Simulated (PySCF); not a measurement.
# BHO2 (oxoborinic acid) at NEVPT2(2,2)/STO-6G

Aim: the energy change on altering one bond length of BHO2 (oxoborinic acid) at NEVPT2(2,2)/STO-6G, from 2 runs. Input form: a Python script.

Program for the calculation: PySCF 2.14.0.

6 further runs of the same task are left out: 6 set aside as unsound or not needed.

### Step 1. The molecule

BHO2: 4 atoms, total charge 0, spin state singlet. SMILES: `O=BO`. The shape is that of a PBE0-D4/def2-TZVP optimisation.

Bond lengths: O1–B2 1.210 Å, B2–O3 1.322 Å, O3–H4 0.960 Å. Angles: O1–B2–O3 177.5°, B2–O3–H4 117.0°.

### Step 2. A single-point energy at NEVPT2(2,2)/STO-6G

input.py

```python
# O=BO
import numpy
from pyscf import gto, scf, mp, mcscf, mrpt

mol = gto.M(
    atom='O -1.555100 0.523500 0.428500; B -0.423900 0.132000 0.248600; O 0.816700 -0.302000 0.108600; H 1.162300 -0.353500 -0.785700',
    basis='sto-6g',
    max_memory=1860,
    verbose=3,
)

mf = scf.RHF(mol)
mf.conv_tol = 1e-10
mf.kernel()
if not mf.converged:
    mf = mf.newton().run(mf.mo_coeff, mf.mo_occ)

pt = mp.MP2(scf.addons.convert_to_uhf(mf)).run()
noons, natorbs = mcscf.addons.make_natural_orbitals(pt)
print('natural occupations', numpy.round(noons[:40], 4))
cas = mcscf.CASSCF(mf, 2, 2)
cas.fix_spin_(ss=0.0)
cas.natorb = True
cas.kernel(natorbs)
e_pt2 = mrpt.NEVPT(cas).kernel()
etot = cas.e_tot + e_pt2
print(f'total energy: {etot:.8f} hartree')
```

Run with:

```bash
OMP_NUM_THREADS=1 python input.py
```

The program printed:

```text
converged SCF energy = -174.374346146647
E(UMP2) = -174.530206113097  E_corr = -0.15585996645001
E(SCS-UMP2) = -174.529009070239  E_corr = -0.154662923591367
natural occupations [2.     2.     1.9999 1.9981 1.9969 1.9912 1.9874 1.9849 1.9784 1.9581
 1.953  0.0521 0.0506 0.026  0.0142 0.0093]
CASSCF energy = -174.399330287063
CASCI E = -174.399330287063  E(CI) = -1.43122865215074  S^2 = 0.0000000
Sr    (-1)',   E = -0.00000000000244
Si    (+1)',   E = -0.00000000000815
Sijrs (0)  ,   E = -0.07686256398181
Sijr  (+1) ,   E = -0.00656930619069
Srsi  (-1) ,   E = -0.00045585513247
Srs   (-2) ,   E = -0.00029039424577
Sij   (+2) ,   E = -0.00120286107969
Sir   (0)' ,   E = -0.04400512827574
Nevpt2 Energy = -0.129386108916753
total energy: -174.52871640 hartree
```

Wall time 0.73 s (1 thread of Intel Xeon 6975P-C (Granite Rapids), shared host); peak memory 0.12 GiB.

### Step 3. The distorted shape

run.py

```python
import numpy
from pyscf import gto, scf, mp, mcscf, mrpt

system = gto.M(
    atom=[
    ('O', (-1.624233, 0.533802, 0.607393)),
    ('B', (-0.493033, 0.142302, 0.427493)),
    ('O', (0.747567, -0.291698, 0.287493)),
    ('H', (1.162300, -0.353500, -0.785700)),
],
    max_memory=1860,
    verbose=3,
    basis='sto-6g',
)

mf = scf.RHF(system)
mf.conv_tol = 1e-10
mf.kernel()
if not mf.converged:
    mf = mf.newton().run(mf.mo_coeff, mf.mo_occ)

pt = mp.MP2(scf.addons.convert_to_uhf(mf)).run()
noons, natorbs = mcscf.addons.make_natural_orbitals(pt)
print('natural occupations', numpy.round(noons[:40], 4))
cas = mcscf.CASSCF(mf, 2, 2)
cas.fix_spin_(ss=0.0)
cas.natorb = True
cas.kernel(natorbs)
e_pt2 = mrpt.NEVPT(cas).kernel()
energy = cas.e_tot + e_pt2
print('E = %.10f Eh' % energy)
```

Run with:

```bash
OMP_NUM_THREADS=1 python run.py
```

The program printed:

```text
converged SCF energy = -174.347868924577
E(UMP2) = -174.513437719256  E_corr = -0.165568794679118
E(SCS-UMP2) = -174.512966134079  E_corr = -0.165097209501455
natural occupations [2.     2.     1.9999 1.9981 1.9968 1.9902 1.986  1.9782 1.9751 1.958
 1.9519 0.0529 0.0516 0.0269 0.0247 0.0096]
CASSCF energy = -174.373370592503
CASCI E = -174.373370592503  E(CI) = -1.42710838818425  S^2 = 0.0000000
Sr    (-1)',   E = 0.00000000000421
Si    (+1)',   E = -0.00000000002655
Sijrs (0)  ,   E = -0.08628685378568
Sijr  (+1) ,   E = -0.00625934481105
Srsi  (-1) ,   E = -0.00085415202446
Srs   (-2) ,   E = -0.00028726969776
Sij   (+2) ,   E = -0.00117869808071
Sir   (0)' ,   E = -0.04372694329661
Nevpt2 Energy = -0.138593261718592
E = -174.5119638542 Eh
```

Wall time 0.97 s (1 thread of Intel Xeon 6975P-C (Granite Rapids), shared host); peak memory 0.12 GiB.

### Step 4. Results

Level: NEVPT2(2,2)/STO-6G.

```
                                                         quantity          value
                                        first shape: total energy  -174.52872 Eh
                first shape: dipole moment (Hartree–Fock density)         2.78 D
                 first shape: HOMO energy (Hartree–Fock orbitals)       -9.92 eV
                 first shape: LUMO energy (Hartree–Fock orbitals)       10.22 eV
               first shape: HOMO–LUMO gap (Hartree–Fock orbitals)       20.13 eV
                                    distorted shape: total energy  -174.51196 Eh
            distorted shape: dipole moment (Hartree–Fock density)         2.85 D
             distorted shape: HOMO energy (Hartree–Fock orbitals)       -9.82 eV
             distorted shape: LUMO energy (Hartree–Fock orbitals)        8.82 eV
           distorted shape: HOMO–LUMO gap (Hartree–Fock orbitals)       18.63 eV
energy change with the O3–H4 bond stretched from 0.960 to 1.152 Å       0.456 eV
```

What this shows: With the O3–H4 bond stretched from 0.960 to 1.152 Å the energy rises by 0.46 eV (10.5 kcal/mol). The first shape isn't relaxed at this level, so the change isn't measured from a minimum. The minimal basis adds a large error of its own.
